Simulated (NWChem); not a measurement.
**Lowest excitation of carbon tetrachloride (CCl$_{4}$)**

```
C
Cl 1 1.7875
Cl 1 1.7875 2 109.47
Cl 1 1.7875 2 109.47 3 120.00
Cl 1 1.7875 2 109.47 4 120.00
```
Charge 0, spin multiplicity 1.

The numbers come from NWChem runs, not from measurements. The geometry was optimised at B3LYP/def2-SVP, a minimum by its harmonic frequencies.

Basis set: def2-SVP.

```
method          lowest vertical singlet excitation energy (eV)  relative cost  difference from EOM-CCSD
--------------  ----------------------------------------------  -------------  ------------------------
TD-B3LYP                                                  6.11              6                     -0.95
TD-LDA (SVWN5)                                            5.44        under 3                     -1.62
TD-PBE                                                    5.42              3                     -1.64
EOM-CCSD                                                  7.06              5                      0.00
CIS                                                       7.74              1                     +0.68
```

The values span 2.32 eV, from TD-PBE (lowest) to CIS (highest). Relative cost: rough, from shared machines, SCF included, CIS = 1.

The correlated methods keep 21 core orbitals frozen. B3LYP has NWChem's definition, with VWN1-RPA local correlation. Differences from the coupled-cluster row are differences between methods, not errors against experiment.
